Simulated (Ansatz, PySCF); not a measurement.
Reaction (SMILES): CN(C)C + 2 N (NH3) -> 3 CN (CH5N) [methanamine]

Property: bond separation energy (enthalpy at 298 K), in kcal/mol. Set-up: no dispersion term unless named; six Cartesian d functions in 6-31G* and its kin unless marked 5d; 6-311+G** with 5d; non-relativistic; frozen cores in correlated levels; no spin-orbit coupling. Basis-set limits of correlation are two-point, X^-3; Hartree-Fock from the larger set. The bracket is a focal-point correction in the basis named. First-principles rows: single points at B3LYP-D3(BJ) geometries (Ansatz, a first-principles code), with unscaled harmonic terms from B3LYP/6-31G* at its own minima.

Measured values: Active Thermochemical Tables 1.112 (ions: stationary electron), as tabulated in the package chemicals; they hold spin-orbit and core effects, anharmonicity. 

Value to compare with, the measured value: 12.5 kcal/mol.

| level | program | bond separation energy (enthalpy at 298 K) (kcal/mol) | error |
|---|---|---|---|
| HF/3-21G | Ansatz | 7.0 | -5.5 |
| HF/6-311+G** | Ansatz | 7.1 | -5.4 |
| PBE/STO-3G | Ansatz | 4.0 | -8.5 |
| PBE/6-311+G** | Ansatz | 9.7 | -2.8 |
| B3LYP/6-31G* | Ansatz | 8.0 | -4.5 |
| B3LYP/6-311+G** | Ansatz | 8.5 | -4.0 |
| PBE0/6-311+G** | Ansatz | 9.5 | -3.0 |
| M06-2X/def2-TZVPD | PySCF | 11.3 | -1.2 |
| wB97X-V/def2-TZVPD | Ansatz | 10.9 | -1.6 |
| RI-MP2/CBS(cc-pVTZ,cc-pVQZ)+[CCSD(T)-MP2]/cc-pVTZ | Ansatz | 12.2 | -0.3 |

Among the 7 habitual levels, PBE/STO-3G lies farthest from the measured value (-8.5 kcal/mol); 0 of 7 lie above it, and their mean absolute error is 4.8 kcal/mol, the median 4.5. One case shows no general order.

The levels are drawn from those run, B3LYP/6-31G* more often than the rest, none by its result; runs whose electronic state is in doubt are left out.
